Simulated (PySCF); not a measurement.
Molecule: `InChI=1S/C3H5F3/c4-1-3(6)2-5/h3H,1-2H2`.

Geometry:
```tsv
atom	x (Å)	y (Å)	z (Å)
F1	0.327	1.733	-0.847
C2	-0.497	0.648	-0.987
C3	-0.519	-0.173	0.275
F4	-1.124	0.531	1.289
C5	0.865	-0.558	0.760
F6	1.466	-1.349	-0.183
H7	-0.131	0.021	-1.817
H8	-1.517	0.999	-1.216
H9	-1.109	-1.087	0.079
H10	0.785	-1.109	1.711
H11	1.465	0.353	0.915
```

Geometry PBE0-D3(BJ)/def2-SVP throughout; GIAO in PySCF, gas phase, one conformer, non-relativistic; equivalent atoms averaged; basis pcSseg-2.

Task: How do the shifts δ (against CFCl3, TMS at the same level) depend on the functional? (ppm; last column core-seconds on shared hosts with different chips, so compare them loosely)

Result: 
| functional | kind | F4 | F1/F6 | C3 | C2/C5 | H8/H11 | H7/H10 | H9 | core-s |
| --- | --- | --- | --- | --- | --- | --- | --- | --- | --- |
| HF | Hartree–Fock | -189.5 | -216.6 | 82.9 | 73.9 | 4.49 | 4.22 | 4.05 | 14 |
| LDA | LDA | -254.9 | -294.9 | 99.7 | 86.6 | 4.89 | 4.70 | 4.69 | 30 |
| PBE | GGA | -246.4 | -282.5 | 96.8 | 84.7 | 4.78 | 4.60 | 4.54 | 38 |
| BLYP | GGA | -244.3 | -279.6 | 97.9 | 85.5 | 4.81 | 4.63 | 4.52 | 38 |
| BP86 | GGA | -247.0 | -282.4 | 96.5 | 84.4 | 4.77 | 4.59 | 4.54 | 36 |
| OPBE | GGA | -237.3 | -270.4 | 92.7 | 82.0 | 4.70 | 4.52 | 4.49 | 38 |
| KT2 | GGA | -252.0 | -287.8 | 93.6 | 81.6 | 4.74 | 4.55 | 4.50 | 55 |
| KT3 | GGA | -240.9 | -274.1 | 92.4 | 81.2 | 4.71 | 4.52 | 4.44 | 61 |
| B97-D | GGA | -238.4 | -271.5 | 94.8 | 83.3 | 4.76 | 4.58 | 4.50 | 53 |
| B3LYP | global hybrid | -229.8 | -263.7 | 94.8 | 83.1 | 4.72 | 4.51 | 4.41 | 48 |
| PBE0 | global hybrid | -227.9 | -261.8 | 92.9 | 81.8 | 4.67 | 4.45 | 4.38 | 37 |
| mPW1PW91 | global hybrid | -226.9 | -260.2 | 92.9 | 81.8 | 4.66 | 4.44 | 4.37 | 48 |
| WP04 | global hybrid | -219.0 | -248.0 | 95.4 | 84.1 | 4.61 | 4.40 | 4.36 | 38 |
| B97-2 | global hybrid | -225.5 | -257.8 | 92.1 | 81.2 | 4.66 | 4.45 | 4.37 | 28 |
| BHandHLYP | global hybrid | -212.3 | -244.0 | 90.4 | 79.8 | 4.62 | 4.39 | 4.27 | 28 |
| CAM-B3LYP | range-separated hybrid | -220.3 | -254.6 | 94.7 | 83.2 | 4.75 | 4.53 | 4.42 | 39 |
| wB97X-D | range-separated hybrid | -220.4 | -253.2 | 93.0 | 82.0 | 4.65 | 4.43 | 4.35 | 37 |
| LC-wPBE | range-separated hybrid | -209.3 | -242.3 | 93.7 | 83.2 | 4.71 | 4.49 | 4.41 | 52 |

Task: Which nucleus moves most, in ppm?

Result: F1/F6 (fluorine on an sp3 carbon): from -294.9 ppm with LDA to -216.6 ppm with HF. The smallest spread is 0.41 ppm, at H8/H11. Proton shifts span only some 12 ppm, so a few tenths of a ppm matter as much there as several ppm in carbon.
